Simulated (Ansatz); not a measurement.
Born–Oppenheimer molecular dynamics of AlH5O (7 atoms, charge 0, multiplicity 1). It starts at the highest image of a converged band, a first-order saddle point between two minima.

Theory: RKS r2SCAN-D4/def2-SVP (Ansatz).

```
ensemble                      : NVE (velocity Verlet)
time step                     : 0.5 fs
steps asked                   : 200
starting velocities drawn for : 100 K
seed                          : 9219
```

First frame:

```xyz
7
Properties=species:S:1:pos:R:3
Al 0.016 0.240 0.008
O 0.007 -0.030 1.872
H -0.817 -0.276 2.317
H 1.406 -0.096 -0.664
H -1.407 -0.021 -0.647
H 0.044 1.858 0.729
H -0.011 1.172 1.542
```

Question: How far do the bonds stretch over the last three quarters of this one trajectory? (Pairs bonded in most of those frames.)

Answer: 
```csv
bond,mean (Å),spread (Å),shortest,longest
Al1–O2,1.718,0.070,1.60,1.83
Al1–H4,1.580,0.019,1.55,1.61
Al1–H5,1.590,0.017,1.56,1.62
O2–H3,0.963,0.020,0.93,0.99
H6–H7,0.764,0.028,0.72,0.81
```

Mean temperature of the second half: 997 K. The conserved energy stayed within 0.21 meV per atom of its start (net change 0.04 meV per atom), so the integration is sound. The system heated up, since it started high on the potential surface and ran downhill. A run of 0.1 ps of so small a system gives no equilibrium averages. The orbitals stay closed-shell, which can raise the energy where a bond breaks towards radicals; this wasn't checked here.

The run took 6.5 min on 1 thread of Arm Neoverse V1 (shared host), peak memory 0.1 GiB.
